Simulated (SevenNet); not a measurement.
**bcc K**

Level of theory: the machine-learned potential SevenNet-0 (trained on PBE and PBE+U data).

Cell (relaxed at this level):

```
CELL_PARAMETERS angstrom
     -2.66493     2.66493     2.66493
      2.66493    -2.66493     2.66493
      2.66493     2.66493    -2.66493
ATOMIC_POSITIONS crystal
  K  0.00000 0.00000 0.00000
```

```
Property                    Result
------------------------  --------
vacancy formation energy  0.044 eV
```

Measured, for comparison: vacancy formation energy 0.34 eV (no zero-point or thermal correction, monovacancy; as tabulated in Garrity and Choudhary (2023), arXiv:2112.11585). Computed (rounded) less measured: vacancy formation energy -0.30 eV.

A machine-learned potential is trained on density-functional data: it inherits that level's misses and adds fitting errors of its own.
